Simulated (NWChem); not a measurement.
Species: Be

All runs: NWChem. Ions are spin-unrestricted doublets at the neutral geometry; other ion states weren't tried.

```csv
level,basis functions,"vertical ionisation energy, ΔSCF (eV)",−ε(HOMO) (eV),ΔSCF minus −ε(HOMO) (eV)
Hartree-Fock/3-21G,9,[?],[?],[?]
Hartree-Fock/pcseg-1,9,8.03,8.38,-0.35
Hartree-Fock/aug-pcseg-1,13,8.02,8.39,-0.37
Hartree-Fock/pcseg-2,15,8.02,8.39,-0.37
Hartree-Fock/def2-TZVPP,19,8.04,8.41,-0.37
Hartree-Fock/def2-QZVP,36,8.04,8.42,-0.38
```

Fill in the missing entries.


- Hartree-Fock/3-21G, vertical ionisation energy, ΔSCF (eV): 8.08
- Hartree-Fock/3-21G, −ε(HOMO) (eV): 8.32
- Hartree-Fock/3-21G, ΔSCF minus −ε(HOMO) (eV): -0.24
